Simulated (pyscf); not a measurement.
Thermochemistry of product channels of `[PH3]` + `[GeH3]` [doublet] on the doublet surface, in kcal/mol, from ωB97M-D3(BJ)/def2-TZVP energies (ideal gas, 1 atm, RRHO with modes under 100 cm⁻¹ raised to 100, one conformer, R ln 2 for rigid chiral ones). Single points on ωB97X-D3(BJ)/def2-SVP structures (PySCF, gas phase).

```csv
products,ΔE,ΔH(298 K),ΔG(900 K),ΔG(1200 K)
`[PH2][GeH2]` [doublet] + `[H][H]`,-2.7,-3.7,-2.2,-2.5
`[PH][GeH3]` [doublet] + `[H][H]`,-1.2,-2.6,-1.1,-1.5
```

These are energies of the channels, which say nothing of barriers. Elements up to Kr have no core potential and no relativistic terms here.
